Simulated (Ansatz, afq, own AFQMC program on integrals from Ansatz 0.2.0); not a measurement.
## C₂H₅, doublet: AFQMC among the cluster methods

```xyz
7

C     0.0000   -0.0056    1.1504
C     0.0000    0.0026   -1.2406
H     0.0000   -1.0182    1.5567
H     0.8752    0.5161    1.5598
H    -0.8752    0.5161    1.5598
H     0.0000   -0.9154   -1.8125
H     0.0000    0.9369   -1.7881
```

Basis 6-31G. Noble-gas cores (and the filled d shells of Ga–Kr and In–Xe) are frozen. Integrals, coupled cluster, full CI and functionals: Ansatz 0.2.0; the random walks run on the same integrals in our own AFQMC program. The CISD trial takes its coefficients from CCSD amplitudes. Released means that phaseless walkers are propagated on without the constraint, phases kept. ± is one standard error of the sampling.

Determinant: ROHF, the one that the program's search chose, which needn't be the lowest solution. The geometry is a point of a scan.

No full CI on the walks' own integrals is used here; CCSDT(Q) serves as the reference and is uncertain by about the last step of the cluster series.

Cautions: higher spins were not checked; a spin-contaminated unrestricted determinant lies lower (UHF 1.09 eV lower, ⟨S²⟩ 1.43); the released energies move by 1.5 errors or more from one time to the next, so no released level is given (meV from the phaseless value at times in 1/Eh: 6 ± 28 at 0.24, -5 ± 29 at 0.51, -23 ± 19 at 0.99, -11 ± 23 at 1.62, -53 ± 25 at 2.40), though the last usable value meets CCSDT(Q) within the noise.

The T1 diagnostic is 0.0327, the weight of the determinant in the CISD state is 0.826 and the size of the correlated space is 13 electrons in 26 orbitals.

Reference: CCSDT(Q), correlation energy -6.506 eV.

```
        level  E − E(reference) (kJ/mol)  share of correlation (%)
           HF                      627.8                      0.00
          MP2                      141.5                     77.46
         CCSD                       22.7                     96.38
      CCSD(T)                        3.5                     99.45
        CCSDT                        1.2                     99.82
ph-AFQMC/CISD                  4.5 ± 2.2                     99.28
```

A walk keeps the symmetry of its determinant, which the program's search chose and which needn't be the lowest solution, so a lower state of the same spin and another symmetry isn't excluded.
